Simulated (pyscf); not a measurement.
Optimised with ωB97X-D3(BJ)/def2-SVP in PySCF. MP2 and CC: frozen core, UHF for open shells. ΔMP2 is the change of the MP2 total energy from the triple- to the quadruple-zeta basis.

**Question.** How much does it cost (ΔH, 298 K, CCSD(T)/def2-TZVPP + ΔMP2(QZVPP)) to split `[NH2][BH][F]` at its B–N bond into NH₂• + [HB–F]•?

**Answer.** B–N to NH₂• + [HB–F]•: 5.96 eV. The radicals are drawn with the spin at the cut bond; how far it spreads was not checked. The CCSD(T) − MP2 part came from Ansatz, without density fitting, on the same reference.
